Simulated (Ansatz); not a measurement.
## Loss of CH4: C3H5 → C2H + CH4

Species: C3H5 `[CH2]C=C`, doublet; C2H `[C]#C`, doublet; CH4 (methane) `C`, singlet. 

Shapes, held fixed at every level: PBE0-D4/def2-TZVP. Flexible molecules stand in one conformer, not always the lowest. Programs: Ansatz 0.2.0. The zero-point and thermal change to 298 K, harmonic and unscaled (PBE0-D4/def2-TZVP), is -9.8 kJ/mol.

Task: Estimate ΔH(298 K) of this reaction.

Result: B2PLYP/def2-TZVPP gives ΔH(298 K) = +333.3 kJ/mol; the levels span +306.5 to +367.1. The median of the levels is +356.7. No measured value is set beside it here. Spin contamination: C3H5 (⟨S²⟩ up to 0.95), C2H (⟨S²⟩ up to 1.11). Open shells run unrestricted unless RO is named. Times are processor times on shared x86 and Arm servers, and rough.

```
               level                    kind  ΔH(298 K) (kJ/mol)  CPU time (sum over the molecules)
       HF/def2-TZVPP            Hartree–Fock              +306.5                                  –
r2SCAN-D4/def2-TZVPP                meta-GGA              +358.1                               15 s
 BHLYP-D4/def2-TZVPP           global hybrid              +359.6                              8.4 s
  PBE0-D4/def2-TZVPP           global hybrid              +367.1                              7.1 s
  wB97M-V/def2-TZVPP  range-separated hybrid              +347.7                               32 s
  wB97X-V/def2-TZVPP  range-separated hybrid              +356.7                               25 s
   B2PLYP/def2-TZVPP           double hybrid              +333.3                               11 s
```
